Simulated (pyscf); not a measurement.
**Four-centre exchange: boric acid (HO–B(OH)–OH) + silane (SiH₄) → HO–B(OH)–O–SiH₃ + hydrogen (H₂)**

Gas phase, singlet surface, charge 0. Bonds broken: O1–H5, Si8–H9. Bonds formed: O1–Si8, H5–H9. PySCF, gas phase, ωB97X-D3(BJ)/def2-SVP geometries.

Transition state (Å):

```xyz
12

O     -0.5479     0.3920     0.2612
B     -1.0884    -0.2820    -0.8280
O     -0.1893    -0.8002    -1.7131
O     -2.4444    -0.3570    -0.9022
H      0.4749     0.6370     0.6476
H     -0.5656    -1.2662    -2.4649
H     -2.7944    -0.8271    -1.6641
Si    -0.9091     1.3391     1.8643
H      0.8305     1.1968     1.5791
H     -2.3823     1.1634     1.6080
H     -0.7515     2.8230     1.9000
H     -0.7176     0.6660     3.1828
```

One imaginary mode, 1328i cm⁻¹; descent along it reached the two sides named.

```json
[
 {"bond": "O1–H5", "change": "breaks", "reactant side (Å)": "0.963", "saddle": "1.121", "product side": "2.554"},
 {"bond": "Si8–H9", "change": "breaks", "reactant side (Å)": "1.491", "saddle": "1.769", "product side": "4.0"},
 {"bond": "O1–Si8", "change": "forms", "reactant side (Å)": "3.0", "saddle": "1.897", "product side": "1.675"},
 {"bond": "H5–H9", "change": "forms", "reactant side (Å)": "3.0", "saddle": "1.143", "product side": "0.761"}
]
```

Electronic energies relative to the separated reactants (eV):

| level | barrier | reaction energy | reverse barrier |
|---|---|---|---|
| ωB97X-D3(BJ)/def2-TZVP | 1.95 | -0.73 | 2.68 |
| PBE/def2-TZVP | 1.76 | -0.57 | 2.33 |
| r²SCAN/def2-TZVP | 1.81 | -0.71 | 2.53 |
| B3LYP-D3(BJ)/def2-TZVP | 1.92 | -0.71 | 2.64 |
| PBE0-D3(BJ)/def2-TZVP | 1.85 | -0.62 | 2.46 |
| M06-2X/def2-TZVP | 1.96 | -0.82 | 2.78 |
| ωB97M-D3(BJ)/def2-TZVP | 1.94 | -0.68 | 2.62 |
| HF/def2-TZVP | 2.72 | -0.64 | 3.35 |

With ωB97M-D3(BJ)/def2-TZVP energies and thermal terms (ideal gas, 1 atm, RRHO with modes under 100 cm⁻¹ raised to 100, one conformer, R ln 2 for chiral ones without a mode under 150 cm⁻¹), in eV:

```csv
T (K),ΔH‡,ΔG‡,ΔH,ΔG
298,1.84,2.22,-0.79,-0.76
600,1.86,2.60,-0.74,-0.76
900,1.89,2.96,-0.70,-0.78
1200,1.93,3.31,-0.67,-0.81
```

One saddle was located; it need not be the lowest between these sides.
